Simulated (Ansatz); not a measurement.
## HGaAl, quartet in 6-31G: errors against full CI

Geometry: a PBE0/def2-TZVP stationary point for this spin, not checked as a minimum.

```xyz
3

Al    0.0000    0.0000    2.0585
Ga    0.0000    0.0000   -0.2499
H     0.0000    0.0000   -1.8086
```

Basis 6-31G (Cartesian d functions); Ansatz 0.2.0. Correlated methods freeze the noble-gas cores and the filled d shells of p-block atoms, which leaves 7 electrons in 25 orbitals. R marks a restricted (for open shells ROHF) determinant, U an unrestricted one. Active spaces: valence = (7e, 9o) chosen from the atoms' valence shells. No spin–orbit coupling is included, and no scalar relativity.

Full CI is exact within this basis and frozen core; it isn't the basis-set limit. The frozen core follows each run's orbitals, which can shift R against U totals by a few meV for light atoms and by up to 0.1 eV past Ca.

The UHF ⟨S²⟩ is 3.757, the T1 diagnostic (RCCSD) is 0.0384 and the largest doubles amplitude (RCCSD) is 0.090.

```csv
level,E − E(full CI) (mEh),share of correlation (%),wall time
RHF,71.42,0.00,–
RMP2,23.12,67.63,–
RCCSD,2.86,96.00,–
RCCSD(T),0.99,98.62,1.9 s
BCCD(T),1.00,98.60,2 s
RCCSDT,0.25,99.65,–
RCCSDT(Q),0.08,99.89,4.2 s
CASSCF (valence space),18.61,73.95,–
NEVPT2 (valence space),5.50,92.30,2.9 s
MRCISD (valence space),0.43,99.40,–
MRCISD+Q (valence space),0.08,99.89,4 s
MRCISD+Q(relaxed) (valence space),-0.16,100.22,4.9 s
```

The correlation energy at full CI, counted from RHF, is -1.944 eV. That run took 80 s on 1 thread of Arm Neoverse V2, shared host over 3,993,174 determinants.

Run but not shown, since their state or frozen core can't be matched to the reference's or they repeat it: UHF, UMP2, UCCSD, UCCSD(T), UCCSDT, UCCSDT(Q).

Times hold each run's SCF and search for its determinant on a shared host, so for small cases they say little of a method's own cost; they ran on 1 thread of Arm Neoverse V2.

The full-CI state has the irrep A2 of C2v, in the program's axes (one component, if the state is degenerate).

Natural occupations of full CI about the gap: 1.961 1.935 0.999 0.974 0.974 0.042 0.038 0.038 0.013 0.007; effectively unpaired electrons, Σ n²(2−n)², 3.04.
